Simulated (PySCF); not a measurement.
## State search for Cl₂

Unrestricted PBE0; Cl 6-31G(d,p); no relativity (PySCF 2.14). Outer shells of the fragments: Cl 3s2 3p5; Cl 3s2 3p5.

Followed along the bond (rough minima from three points):

| 2Ms+1 | unpaired | ⟨S²⟩ at the start | R at minimum (Å) | Te (eV) |
| --- | --- | --- | --- | --- |
| 1 | none | 0.00 | 2.01 | 0.00 |
| 3 | σ ↑, π ↑ | 2.00 | none in the scan | ≤ 2.28 |

Solutions found at the starting distance of 1.940 Å, counted from the lowest of them; the search is not exhaustive and high or unbound solutions are not listed, so other states can lie among these:

```csv
2Ms+1,unpaired,term,E (eV),⟨S²⟩,⟨Lz²⟩
1,none,¹Σ⁺,0.00,0.00,0.00
3,"σ ↑, π ↑",³Π,3.19,2.00,1.00
1,"σ ↑, π ↓",mixed,3.49,1.00,1.00
3,σ ↑↑,³Σ⁺,7.35,2.00,0.00
3,π ↑↑,³Σ⁻,7.43,2.00,0.00
```

A term symbol is given only where ⟨S²⟩ and ⟨Lz²⟩ are close to those of a pure state; real π, δ and φ orbitals otherwise mix terms, and g/u labels are left off.

The measured ground state is X ¹Σg+ (Huber and Herzberg, Constants of Diatomic Molecules (1979)).

Counting both spins, an empty level lies below a filled one in some of these solutions, because spin and occupation are held.
